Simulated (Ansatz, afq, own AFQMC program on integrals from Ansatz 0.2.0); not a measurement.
Where AFQMC and coupled cluster stand for C2H4N, doublet

```tsv
atom	x (Å)	y (Å)	z (Å)
C	-1.9484	0.0000	0.0000
H	-2.3116	1.0273	0.0000
H	-2.3116	-0.5137	0.8897
H	-2.3116	-0.5137	-0.8897
H	-0.6184	0.0000	0.0000
N	1.7276	0.0000	0.0000
C	0.5676	0.0000	0.0000
```

Basis cc-pVDZ. Only valence electrons are correlated. AFQMC by an in-house program on the Cholesky factors that Ansatz 0.2.0 writes for its CCSD(T) run. The CISD trial takes its coefficients from CCSD amplitudes. Released means that phaseless walkers are propagated on without the constraint, phases kept. ± is one standard error of the sampling.

Determinant: ROHF, the one that the program's search chose, which needn't be the lowest solution. The geometry is a point of a scan.

No full CI on the walks' own integrals is used here; CCSDT(Q) serves as the reference and is uncertain by about the last step of the cluster series.

Cautions: a spin-contaminated unrestricted determinant lies lower (UHF 256 meV lower, ⟨S²⟩ 0.92).

The T1 diagnostic is 0.0220 and the weight of the determinant in the CISD state is 0.826. The size of the correlated space is 17 electrons in 59 orbitals.

Reference: CCSDT(Q), correlation energy -13.185 eV. The released energy is read at 1.50 1/Eh (meV from the phaseless value at times in 1/Eh: -25 ± 11 at 0.24, -25 ± 10 at 0.51, -15 ± 8 at 0.99, -19 ± 11 at 1.50).

```tsv
level	E − E(reference) (kJ/mol)	share of correlation (%)
HF	1272.1	0.00
MP2	129.4	89.83
CCSD	51.4	95.96
CCSD(T)	6.4	99.50
CCSDT	4.6	99.64
ph-AFQMC/CISD	2.5 ± 0.9	99.80
released AFQMC	0.7 ± 1.1	99.95
```

A walk keeps the symmetry of its determinant, which the program's search chose and which needn't be the lowest solution, so a lower state of the same spin and another symmetry isn't excluded. Released energies are given only where the last usable release times agree within the noise; a slower fall can still hide under it.
